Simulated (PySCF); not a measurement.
Compound: N-methylacetamide, C3H7NO.
Atom-mapped SMILES: `[CH3:1][NH:2][C:3]([CH3:4])=[O:5]` (hydrogens: H6, H7, H8 on C1; H9 on N2; H10, H11, H12 on C4)

Level: wB97X-D/pcSseg-2 in PySCF, non-relativistic, on one gas-phase PBE0-D3(BJ)/def2-TZVP geometry that isn't relaxed in the solvent. The solvent is an IEF-PCM continuum (Bondi radii, 1.10 Å for H, scaled by 1.2). Only the electrostatic response of the medium enters.

Gas phase at wB97X-D/pcSseg-2: HOMO -9.20 eV, LUMO 2.01 eV, dipole 3.92 D.

Problem. What does the continuum do to the energy, the frontier levels and the dipole at wB97X-D/pcSseg-2 in chloroform?

Solution. 
```
   solvent      ε  E(solvent) − E(gas) (kcal/mol)  polarisation term (kcal/mol)  distortion of the solute (kcal/mol)  HOMO (eV)  LUMO (eV)  dipole (D)
chloroform  4.711                           -5.93                         -7.00                                 1.07      -9.20       2.36        4.91
```

The first energy column is the sum of the next two and covers electrostatics alone.

Problem. Which radius a makes the point-dipole formula ΔE = −[(ε − 1)/(2ε + 1)]·μ²/a³ give the value in chloroform, with the gas-phase dipole?

Solution. μ = 1.544 au and |ΔE| = 0.00945 Eh give a = 2.37 Å; the farthest nucleus lies 2.72 Å from the centroid of the nuclei, so such a sphere wouldn't even hold the nuclei. The formula assumes a rigid point dipole at the centre of a sphere.

On Arm Neoverse V1, one thread, no GPU, on a shared host, this took 36 s wall and 1.2 GiB of memory at its peak. This is the whole shielding run at wB97X-D/pcSseg-2 in chloroform, SCF included.

Shape of the structure used: `[CH3:1][NH:2][C:3]([CH3:4])=[O:5]`: C1–N2–C3–C4 180°.

The pairwise dispersion term of wB97X-D wasn't added to the energies; at a given geometry it leaves orbitals and properties as they are.
